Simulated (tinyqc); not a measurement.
Stretching all distances: RHF, UHF, MP2, CISD and CCSD against full CI in the sto-3g basis, for H2O, spin multiplicity 1. Computed by the program tinyqc with PySCF. 

Geometry (angstrom):
```
atom       x        y       z
O     0.0000   0.0000  0.0000
H     0.0000   0.7420  0.5200
H     0.0000  -0.7420  0.5200
```

All coordinates are multiplied by the scale. c0^2 is the weight of the RHF determinant in the lowest singlet FCI state (UHF is spin-contaminated and may lie near states of higher spin) and n(LUMO) the first natural occupation beyond the occupied space.

Full CI energy (hartree) and errors against it (kcal/mol):
```
scale  distance 1-2 (angstrom)     E(FCI)      RHF     UHF     MP2    CISD    CCSD  <S^2> UHF   c0^2  n(LUMO)
0.900                    0.815  -74.90513   21.014  21.014   5.373   0.173   0.045      0.000  0.986    0.014
1.170                    1.060  -75.01396   39.778  39.778  12.151   0.849   0.127      0.000  0.959    0.042
1.450                    1.314  -74.93888   72.766  69.006  24.887   3.878   0.396      0.432  0.891    0.120
1.720                    1.558  -74.85091  118.935  51.698  42.340  12.104   0.554      1.398  0.768    0.265
1.990                    1.803  -74.78891  177.087  24.937  61.848  27.003  -2.401      1.764  0.598    0.474
```

UHF parts from RHF first at scale 1.45 of those listed, where <S^2> leaves zero. The weight c0^2 goes from 0.99 to 0.60 and n(LUMO) from 0.01 to 0.47: static correlation grows as the bonds break into open-shell fragments. The spread of the error along the curve, which distorts its shape, is CCSD 3.0, CISD 26.8, UHF 48.0, MP2 56.5, RHF 156.1 kcal/mol. Below FCI somewhere: CCSD, as non-variational methods may be.
